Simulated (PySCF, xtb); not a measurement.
dimethyl ether cation (C₂H₆O), SMILES O(C)C (connectivity only; charge and spin as stated), charge +1, multiplicity 2.

Harmonic wavenumbers (cm⁻¹) from xtb 6.7.1 with GFN2-xTB at its own minimum, in rising order: 135, 183, 446, 947, 981, 1013, 1047, 1142, 1181, 1255, 1274, 1314, 1323, 1379, 1398, 2761, 2767, 2823, 2844, 2977, 2979.

Q: What does PBE0-D3(BJ)/def2-TZVP (PySCF) give at its own minimum? (An estimate is asked for; the answer gives what the named calculation found.)

A: 71, 127, 433, 872, 924, 935, 1120, 1121, 1231, 1314, 1353, 1355, 1367, 1448, 1492, 2934, 2967, 2981, 2989, 3188, 3192. Paired by order, the mean absolute difference is 94 cm⁻¹ and the zero-point energies are 46.0 and 47.8 kcal/mol.
